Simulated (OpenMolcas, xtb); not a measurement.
**C2H6B (SMILES B[CH]C): the dipole moment, rung by rung**

The species is C2H6B (9 atoms), meant as a doublet with charge 0. As SMILES, `B[CH]C`. Geometry: relaxed at GFN2-xTB.

```xyz
9

B    -0.7861    0.7376   -1.0439
C     0.2121    0.4954    0.0621
C     0.4608   -0.7998    0.7287
H    -1.3141   -0.1708   -1.5668
H    -1.0341    1.8322   -1.3813
H     0.8318    1.2989    0.4483
H    -0.1682   -1.5897    0.3267
H     1.5110   -1.0870    0.6204
H     0.2867   -0.7168    1.8058
```

Each level gives the dipole moment (D). The values are calculated.

| level | kind | program | value (D) | CPU time |
| --- | --- | --- | --- | --- |
| GFN2-xTB | semi-empirical | xtb | 2.09 | under 2 s |
| GFN0-xTB | semi-empirical | xtb | 1.84 | under 2 s |
| GFN1-xTB | semi-empirical | xtb | 2.20 | under 2 s |
| UHF/STO-3G | Hartree–Fock | OpenMolcas | 0.93 | 1.3 s |
| UHF/3-21G | Hartree–Fock | OpenMolcas | 1.35 | 1.4 s |
| UHF/def2-SVP | Hartree–Fock | OpenMolcas | 1.34 | 3.8 s |
| UHF/6-31++G** (spherical functions) | Hartree–Fock | OpenMolcas | 1.30 | 6.6 s |
| UPBE/6-311G** | GGA | OpenMolcas | 2.01 | 37 s |
| UTPSS/6-31G* (spherical functions) | meta-GGA | OpenMolcas | 1.89 | 30 s |
| UB3LYP/6-31G* (spherical functions) | global hybrid | OpenMolcas | 1.82 | 21 s |

The values span 0.93 to 2.20 D. Magnitudes only: a small dipole may point the other way at some levels. Sets without polarisation functions give poor dipoles. CPU times are rough (shared hosts, several kinds of processor): they show what a rung costs within a factor of a few.
